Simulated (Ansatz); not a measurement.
Born–Oppenheimer molecular dynamics of H4N (5 atoms, charge 1, multiplicity 1). It starts from a relaxed structure.

Level of theory: RKS B3LYP-D4/6-31G (Ansatz).

* ensemble: NVT, Langevin thermostat
* time step: 0.5 fs
* steps asked: 266
* set temperature: 1000 K
* friction: 0.001 /fs
* seed: 230364

Frames 1 fs apart, positions in Å, forces in eV/Å.

Velocities at 115 fs (Å/ps):

```
N 6.84 2.82 6.34
H -34.14 21.49 0.17
H 7.45 31.65 -17.73
H -13.21 -2.18 18.59
H -33.31 -25.91 -20.96
```

```xyz
5
Properties=species:S:1:pos:R:3:forces:R:3 time_fs=115 energy_less_start_eV=0.183 T=571
N 0.042 0.135 0.093 -0.95 -0.75 -3.77
H -0.454 0.307 0.939 -0.58 -0.31 1.46
H 0.035 -0.898 -0.247 -0.05 1.83 1.08
H 0.998 0.470 0.156 0.54 0.13 0.09
H -0.482 0.702 -0.668 1.05 -0.90 1.14
5
Properties=species:S:1:pos:R:3:forces:R:3 time_fs=116 energy_less_start_eV=0.206 T=514
N 0.048 0.137 0.098 -2.72 0.01 -3.12
H -0.489 0.327 0.945 0.09 -0.62 0.52
H 0.041 -0.858 -0.260 0.01 0.79 1.12
H 0.987 0.469 0.175 1.14 0.51 0.07
H -0.508 0.672 -0.683 1.49 -0.68 1.41
5
Properties=species:S:1:pos:R:3:forces:R:3 time_fs=117 energy_less_start_eV=0.250 T=455
N 0.052 0.140 0.100 -3.56 1.28 -1.78
H -0.523 0.340 0.956 0.78 -0.89 -0.38
H 0.050 -0.810 -0.265 0.07 -0.88 0.85
H 0.987 0.474 0.195 1.16 0.67 0.04
H -0.518 0.636 -0.685 1.55 -0.18 1.27
5
Properties=species:S:1:pos:R:3:forces:R:3 time_fs=118 energy_less_start_eV=0.326 T=325
N 0.054 0.143 0.101 -3.19 2.62 -0.16
H -0.549 0.343 0.965 1.24 -1.02 -0.94
H 0.060 -0.769 -0.261 0.18 -2.68 0.42
H 0.998 0.484 0.214 0.53 0.56 -0.05
H -0.513 0.599 -0.675 1.23 0.53 0.72
5
Properties=species:S:1:pos:R:3:forces:R:3 time_fs=119 energy_less_start_eV=0.369 T=268
N 0.053 0.149 0.101 -1.96 2.78 1.20
H -0.565 0.338 0.966 1.42 -1.00 -1.09
H 0.073 -0.754 -0.255 0.30 -3.37 0.29
H 1.012 0.501 0.231 -0.32 0.29 -0.17
H -0.496 0.568 -0.658 0.57 1.30 -0.22
5
Properties=species:S:1:pos:R:3:forces:R:3 time_fs=120 energy_less_start_eV=0.327 T=304
N 0.051 0.157 0.102 -0.40 1.26 1.84
H -0.568 0.325 0.958 1.25 -0.84 -0.86
H 0.087 -0.768 -0.246 0.34 -2.40 0.61
H 1.024 0.519 0.248 -0.99 0.04 -0.28
H -0.474 0.551 -0.644 -0.21 1.94 -1.31
5
Properties=species:S:1:pos:R:3:forces:R:3 time_fs=121 energy_less_start_eV=0.242 T=424
N 0.049 0.165 0.104 0.97 -0.82 1.41
H -0.558 0.305 0.942 0.71 -0.55 -0.20
H 0.105 -0.802 -0.234 0.24 -0.62 0.99
H 1.027 0.536 0.261 -1.27 -0.11 -0.32
H -0.452 0.552 -0.643 -0.65 2.10 -1.88
5
Properties=species:S:1:pos:R:3:forces:R:3 time_fs=122 energy_less_start_eV=0.161 T=560
N 0.047 0.172 0.107 1.64 -2.16 -0.23
H -0.539 0.278 0.924 -0.15 -0.17 0.76
H 0.123 -0.842 -0.211 0.09 0.95 1.07
H 1.019 0.551 0.270 -1.15 -0.16 -0.29
H -0.436 0.574 -0.660 -0.43 1.54 -1.32
5
Properties=species:S:1:pos:R:3:forces:R:3 time_fs=123 energy_less_start_eV=0.142 T=603
N 0.047 0.179 0.109 1.53 -2.62 -2.19
H -0.520 0.250 0.915 -0.97 0.17 1.60
H 0.141 -0.873 -0.177 -0.03 1.94 0.84
H 1.000 0.566 0.275 -0.62 -0.06 -0.16
H -0.424 0.611 -0.689 0.09 0.56 -0.09
5
Properties=species:S:1:pos:R:3:forces:R:3 time_fs=124 energy_less_start_eV=0.172 T=547
N 0.048 0.182 0.111 0.76 -2.49 -3.14
H -0.508 0.225 0.921 -1.27 0.43 1.69
H 0.159 -0.888 -0.133 -0.11 2.32 0.40
H 0.974 0.581 0.278 0.18 0.15 0.03
H -0.413 0.655 -0.717 0.44 -0.40 1.03
5
Properties=species:S:1:pos:R:3:forces:R:3 time_fs=125 energy_less_start_eV=0.192 T=527
N 0.049 0.184 0.110 -0.49 -1.95 -2.55
H -0.508 0.205 0.944 -0.88 0.61 0.80
H 0.177 -0.879 -0.087 -0.13 2.04 -0.14
H 0.950 0.596 0.280 0.97 0.41 0.24
H -0.399 0.696 -0.736 0.53 -1.11 1.66
5
Properties=species:S:1:pos:R:3:forces:R:3 time_fs=126 energy_less_start_eV=0.208 T=504
N 0.050 0.186 0.107 -1.40 -0.88 -0.98
H -0.517 0.192 0.974 -0.23 0.77 -0.44
H 0.194 -0.850 -0.042 -0.06 1.07 -0.72
H 0.933 0.613 0.286 1.31 0.53 0.39
H -0.379 0.726 -0.739 0.37 -1.49 1.75
```

Of the whole run (133 fs, mean temperature of the second half 434 K): The mean temperature of the second half is 57 % below the set value. A run of 0.13 ps of so small a system gives no equilibrium averages. Limits of this set-up: no polarisation functions.

The run took 63 s on 1 thread of Arm Neoverse V2 (shared host), peak memory 0.07 GiB.
